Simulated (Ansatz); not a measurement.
# AlP (singlet): from Hartree-Fock to the top rungs at distance Al1–P2 = 4.645 Å, 6-31G

The task here is to estimate one member of a computed series from the others.

Method: 6-31G, core rule «outside noble gas», up to 10 orbitals frozen; program: Ansatz 0.2.0, Gaussian basis.

Plan: UHF; CCSD(T) on RHF; CCSD(T) on UHF; BCCD(T) on RHF; CISD; CCSDT(Q) on RHF; CCSDT(Q) on UHF; CISDTQ; CCSDTQ on RHF; CCSDTQ on UHF; CASSCF and MRCISD+Q, 2 electrons in 2 orbitals; CASSCF and NEVPT2, 2 electrons in 2 orbitals; CASSCF and MRCISD+Q, 8 electrons in 8 orbitals; CASSCF and MRCISD+Q(relaxed), 8 electrons in 8 orbitals; CASSCF and NEVPT2, 8 electrons in 8 orbitals; Full CI.

22 further runs of the same task are left out: 16 that didn't finish, 6 set aside as unsound or not needed.

## The geometry

The geometry derives from a PBE0/def2-TZVP stationary point (not a proven minimum). One bond is set to the value named and the two fragments are kept rigid.

2 atoms, charge 0, spin multiplicity 1.

Atoms are counted from 1 here; the program's logs count them from 0.

No contacts short enough for the rule that draws bonds.

Set-up of the first run:

The input, in.yaml:

```yaml
crystal:
  periodic: [false, false, false]
  atoms:
    - {symbol: Al, position_ang: [0.000000, 0.000000, 0.000000]}
    - {symbol: P, position_ang: [0.000000, 0.000000, 4.645000]}
basis:
  gaussian: {orbitals: 6-31G}
magnetization: {spin_polarized: true, initial_magnetization: 0}
hamiltonian: {xc: hf}
output: {orbitals: {seedname: orbitals}}
```

The run is started by

```
$ ansatz run in.yaml --threads 1 --pin off --events-out ev --progress --plain --max-ram 2393MiB
```

Steps of the session up to this table: UHF; CCSD(T) on RHF; CCSD(T) on UHF; BCCD(T) on RHF; CISD; CCSDT(Q) on RHF; CCSDT(Q) on UHF; CISDTQ; CCSDTQ on RHF; CCSDTQ on UHF; CASSCF and MRCISD+Q, 2 electrons in 2 orbitals; CASSCF and NEVPT2, 2 electrons in 2 orbitals; CASSCF and MRCISD+Q, 8 electrons in 8 orbitals; CASSCF and MRCISD+Q(relaxed), 8 electrons in 8 orbitals; CASSCF and NEVPT2, 8 electrons in 8 orbitals; Full CI.

One of the session's tables, all rows but one given; the rest of the session is left out.

```
                   method  from FCI (kJ/mol)
                      RHF             +334.1
                     RMP2             +144.3
                     CISD              +75.4
                    RCCSD              +26.1
                 RCCSD(T)               +1.6
                  BCCD(T)               +6.4
                   RCCSDT               +4.3
                   CISDTQ              +14.4
                RCCSDT(Q)               -0.7
                  RCCSDTQ               +0.5
           CASSCF valence              +70.0
           NEVPT2 valence                  ?
           MRCISD valence               +3.5
         MRCISD+Q valence               +2.0
MRCISD+Q(relaxed) valence               +0.4
                      FCI                  0
```

Q: Estimate the row for NEVPT2 valence from the others.

**Answer.** from FCI (kJ/mol): +27.7. In the column «from FCI (kJ/mol)» it lies between RCCSD (+26.1) and CASSCF valence (+70.0).

Not comparable, so not listed: CASSCF and MRCISD+Q, 2 electrons in 2 orbitals (they don't share determinant, frozen orbitals or solution with the rows shown, or repeat one).

Caveats from the session: The report flags that the cluster equations may have other roots. Left out of the table: CASSCF pair, NEVPT2 pair (the active space lost an orbital or holds another state than full CI finds). Left out of the table: UHF, UMP2, UCCSD, UCCSD(T), UCCSDT, UCCSDT(Q), UCCSDTQ (another determinant or state than the rows shown). The program flags RCCSD(T), BCCD(T), RCCSDT(Q), RCCSDTQ as in doubt, so those rows may rest on another solution; read them beside their warnings. RCCSDT(Q) falls below full CI, which methods that aren't variational can do. Warnings in the runs' records: passed over end.
